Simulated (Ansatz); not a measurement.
System: BCl2, charge 0, doublet. BCl2 (SMILES Cl[B]Cl, doublet).
B3LYP-D3(BJ)/def2-TZVP minimum from Ansatz (a program for electronic structure):
```xyz
3

B     -0.0053     0.6863    -0.0382
Cl     1.5376    -0.0889     0.0100
Cl    -1.5361    -0.1130     0.0012
```
Charge 0, spin multiplicity 2.

Total energies in cc-pV(T+d)Z, 17 correlated electrons, 11 frozen orbitals. Open shells are spin-unrestricted; no spin-orbit coupling. Cores are frozen in correlated methods. No relativity.

```tsv
method	program	energy (Eh)	minus CCSDT(Q) (mEh)
HF	Ansatz	-943.75184	506.75
MP2	Ansatz	-944.19852	60.07
CCSD	Ansatz	-944.23379	24.80
CCSD(T)	Ansatz	-944.25620	2.40
CCSDT(Q)	Ansatz	-944.25859	0.00
```

Rough core times of Ansatz's runs on a shared machine: CCSD(T) 50 s, CCSDT(Q) 50 min.
